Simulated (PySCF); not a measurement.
Predicted microwave data (PBE0-D3(BJ)/def2-SVP geometry optimisation, gas phase in PySCF) for one isomer of C5H7F:

| Item | Value |
| --- | --- |
| Rotational constants | A = 5402, B = 3728, C = 2551 MHz |
| Dipole components | \|μa\| = 1.45 D, \|μb\| = 0.11 D, \|μc\| = 0.14 D |
| Inertial defect | -31.03 u·Å² |
| κ | -0.17 |

Question: Which structure is it? (One computed conformer of each.)
A. `[CH2:1]=[CH:2]/[CH:3]=[CH:4]\[CH2:5][F:6]` with C1–C2–C3–C4 -178°, C3–C4–C5–F6 -136°
B. `[CH2:1]=[CH:2][CH2:3][C:4](=[CH2:5])[F:6]` with C1–C2–C3–C4 120°, C2–C3–C4–C5 -13°
C. `C1C[C@@H]2[C@H](F)[C@@H]21`
D. `F[C@@H]1[C@@H]2[C@@]1(C)C2`
E. `F[C@@]12CC[C@@H]1C2`

Answer: D. It is C[C@@]12C[C@@H]1[C@H]2F, an asymmetric top, point group C1. The candidates at the same level (rigid rotor, commonest isotopes):

```json
{"SMILES": "F[C@H]1[C@H]2CC[C@@H]12", "A (MHz)": "6121", "B (MHz)": "3536", "C (MHz)": "3439", "μa (D)": "1.07", "μb (D)": "1.33", "μc (D)": "0.00", "Δ (u·Å²)": "-78.55", "point group": "Cs", "rotor": "near-prolate asymmetric top"}
{"SMILES": "C=CCC(=C)F", "A (MHz)": "8302", "B (MHz)": "2023", "C (MHz)": "1726", "μa (D)": "1.33", "μb (D)": "0.15", "μc (D)": "0.10", "Δ (u·Å²)": "-17.87", "point group": "C1", "rotor": "near-prolate asymmetric top"}
{"SMILES": "F[C@@]12CC[C@@H]1C2", "A (MHz)": "6136", "B (MHz)": "3767", "C (MHz)": "2951", "μa (D)": "1.40", "μb (D)": "0.24", "μc (D)": "0.11", "Δ (u·Å²)": "-45.22", "point group": "C1", "rotor": "asymmetric top"}
{"SMILES": "C=C/C=C\\CF", "A (MHz)": "12457", "B (MHz)": "1478", "C (MHz)": "1375", "μa (D)": "1.54", "μb (D)": "0.04", "μc (D)": "0.97", "Δ (u·Å²)": "-14.83", "point group": "C1", "rotor": "near-prolate asymmetric top"}
{"SMILES": "C[C@@]12C[C@@H]1[C@H]2F", "A (MHz)": "5402", "B (MHz)": "3728", "C (MHz)": "2551", "μa (D)": "1.45", "μb (D)": "0.11", "μc (D)": "0.14", "Δ (u·Å²)": "-31.03", "point group": "C1", "rotor": "asymmetric top"}
```

`F[C@H]1[C@H]2CC[C@@H]12` has C 35 % too high; `C=CCC(=C)F` has A 54 % too high; `C=C/C=C\CF` has A 131 % too high; `F[C@@]12CC[C@@H]1C2` has C 16 % too high. No structure here is proved a minimum.
